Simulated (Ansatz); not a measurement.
Input for Ansatz (development build ahead of 0.2.0):

```yaml
crystal:
  periodic: [false, false, false]
  atoms:
    - { symbol: C, position_ang: [0.86569, 0.0, 0.0] }
    - { symbol: C, position_ang: [-0.43285, 0.74971, 0.0] }
    - { symbol: C, position_ang: [-0.43285, -0.74971, 0.0] }
    - { symbol: H, position_ang: [1.4622, 0.0, 0.91647] }
    - { symbol: H, position_ang: [1.4622, 0.0, -0.91647] }
    - { symbol: H, position_ang: [-0.7311, 1.2663, -0.91647] }
    - { symbol: H, position_ang: [-0.7311, 1.2663, 0.91647] }
    - { symbol: H, position_ang: [-0.7311, -1.2663, 0.91647] }
    - { symbol: H, position_ang: [-0.7311, -1.2663, -0.91647] }
basis:
  gaussian: { orbitals: cc-pVDZ }
hamiltonian:
  xc: hf
correlation:
  method: mp2
  frozen_orbitals: { C: 1, H: 0 }
```

The input is written out in the form of the current development build from the run's settings.

Results

| Quantity | Value |
| --- | --- |
| Converged | yes |
| Reference energy | -117.06683 hartree |
| Correlation energy | -0.42403 hartree |
| Total energy | -117.49086 hartree |
| Spin squared of the determinant | 0.000 |
